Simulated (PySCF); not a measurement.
## Löwdin shares of the frontier orbitals

Species: C4H7Cl.
Geometry (GFN2-xTB, Å), atoms numbered from 1 in this order:
```xyz
12
C4H7Cl angstrom
Cl     2.241   -1.545    0.361
C      1.416    0.040    0.208
C      0.111   -0.115   -0.514
C     -1.010    0.837   -0.206
C     -1.098   -0.590    0.237
H      1.269    0.413    1.221
H      2.103    0.692   -0.333
H      0.218   -0.443   -1.541
H     -0.839    1.595    0.543
H     -1.635    1.166   -1.021
H     -0.985   -0.805    1.288
H     -1.789   -1.246   -0.268
```

Level of theory: TDDFT B3LYP/def2-SVPD, vertical, gas phase, core orbitals frozen in the response (PySCF 2.14.0, density-fitted response routines).

Frontier orbitals with the atoms that hold most of them (Löwdin shares over 4%, at most four atoms; ? is withheld):

```csv
orbital,ε (eV),atoms
HOMO-3,-8.68,"C4 30%, C5 19%, Cl1 19%, C3 14%"
HOMO-2,-8.47,"C5 27%, C3 24%, Cl1 19%, C4 11%"
HOMO-1,-8.09,"Cl1 72%, C2 13%, H7 5%"
HOMO,-7.97,?
LUMO,0.25,?
LUMO+1,0.70,"Cl1 31%, C2 15%, C5 12%, H12 7%"
LUMO+2,0.96,"H8 20%, Cl1 17%, H6 11%, C3 10%"
```

Problem. Give the leading atoms of the LUMO.

Solution. Cl1 (bonded to C) 37%; C2 (bonded to C, Cl and 2 H) 18%; C4 (bonded to 2 C and 2 H) 10%; H7 (bonded to C) 7%. By element: chlorine 37%, carbon 29% or more, hydrogen 7% or more.

Problem. Give the leading atoms of the HOMO.

Solution. Cl1 (bonded to C) 59%; C3 (bonded to 3 C and H) 14%; C4 (bonded to 2 C and 2 H) 10%; C2 (bonded to C, Cl and 2 H) 6%. By element: chlorine 59%, carbon 31% or more.

Problem. The HOMO–LUMO gap is 8.22 eV. Where does the response calculation put the lowest singlet, and from which orbitals?

Solution. S1 is at 7.12 eV (f = 0.015), 1.10 eV below the gap, made of HOMO→LUMO (87%). 

Problem. Give energy, strength and leading configuration of S1 and S2, and follow the Löwdin shares of the leading atoms from the occupied to the empty orbital.

Solution. 
- S1 (7.12 eV, f 0.015), HOMO→LUMO (87%): Cl1 59% → 37%, C3 14% → at most 8%, C2 6% → 18%
- S2 (7.17 eV, f 0.0059), HOMO-1→LUMO (86%): Cl1 72% → 37%, C2 13% → 18%

One conformer stands for the species.
